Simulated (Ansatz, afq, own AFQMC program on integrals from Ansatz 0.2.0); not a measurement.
**Where AFQMC and coupled cluster stand for AuSi⁺, triplet**

```yaml
atoms:
  - { symbol: Au, position_ang: [0.0000, 0.0000, 0.0000] }
  - { symbol: Si, position_ang: [0.0000, 0.0000, 1.8310] }
```

Basis def2-TZVP with its core potentials. Noble-gas cores (and the filled d shells of Ga–Kr and In–Xe) are frozen. Ansatz 0.2.0 and our own AFQMC program on the same integrals; the CISD trial comes from CCSD amplitudes, and released means the phaseless constraint is let go. ± is one standard error of the sampling. No spin–orbit coupling. The metal's outer-core s and p shells are frozen, which shifts wave-function levels against functionals.

Determinant: UHF, the one that the program's search chose, which needn't be the lowest solution. The geometry is a point of a scan.

No full CI on the walks' own integrals is used here; CCSDT(Q) serves as the reference and is uncertain by about the last step of the cluster series.

Cautions: no spin-orbit coupling; outer-core shells of the metal frozen; lower spins were not checked; higher spins were not checked; the ph-AFQMC/CISD walk drifts between its halves (2.7 errors).

The T1 diagnostic is 0.0244. The weight of the determinant in the CISD state is 0.863, the ⟨S²⟩ of the determinant is 2.024 and the size of the correlated space is 14 electrons in 68 orbitals.

Reference: CCSDT(Q), correlation energy -10.071 eV. The released energy is read at 1.80 1/Eh, later times being too noisy (meV from the phaseless value at times in 1/Eh: -7 ± 11 at 0.24, -13 ± 7 at 0.60, -4 ± 6 at 1.20, -2 ± 8 at 1.80, -5 ± 11 at 2.60).

| level | E − E(reference) (kJ/mol) | share of correlation (%) |
| --- | --- | --- |
| HF | 971.7 | 0.00 |
| MP2 | -1.3 | 100.14 |
| CCSD | 35.1 | 96.38 |
| CCSD(T) | 2.7 | 99.72 |
| CCSDT | 1.9 | 99.81 |
| ph-AFQMC/CISD | 1.7 ± 0.5 | 99.82 |
| released AFQMC | 1.5 ± 0.8 | 99.84 |

A walk keeps the symmetry of its determinant, which the program's search chose and which needn't be the lowest solution, so a lower state of the same spin and another symmetry isn't excluded. Released energies are given only where the last usable release times agree within the noise; a slower fall can still hide under it.
